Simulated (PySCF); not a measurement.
# C4H5F: the cost of one run

Computed with PySCF 2.14.0, with density-fitted response routines of our own, on a single molecule in the gas phase. Atoms count from 0, in the outputs and in this text.

### 1 The starting structure

10 atoms, charge 0, multiplicity 1; geometry from: GFN2-xTB. The atoms were then displaced at random by about 0.01 Å, so the start is not that level's minimum.

Bonds of the start (Å): C0–C1 1.42, C1–C2 1.18, C2–C3 1.50, C3–F4 1.36, C0–H5 1.08, C0–H6 1.11, C0–H7 1.09, C3–H8 1.11, C3–H9 1.08.

### 2 Geometry optimisation at PBE0-D3(BJ)/def2-SVP

The job: settings as JSON, then the geometry in Å.

```
{"job": {"xc": "PBE0", "basis": "def2-SVP", "d3": "d3bj", "grid": 1, "shake": 0.01, "kind": "geom"}, "charge": 0, "multiplicity": 1}
C     -2.023060     0.170020    -0.298710
C     -0.619660     0.034230    -0.175040
C      0.546800    -0.125460    -0.054190
C      2.038850    -0.245290     0.071040
F      2.644190     0.880590    -0.388810
H     -2.472640    -0.657820    -0.824010
H     -2.252380     1.095270    -0.872980
H     -2.485570     0.285390     0.676940
H      2.298840    -0.372720     1.142940
H      2.375050    -1.085130    -0.522400
```

Started as:

```sh
$ OMP_NUM_THREADS=1 python probes_run.py task.json out
```

This one command runs all jobs of the session in turn.

**Question.** How long does this first job take on 1 thread of Arm Neoverse N1, shared host, and how much memory does it need?

About 35 s, with a peak of 0.38 GiB.
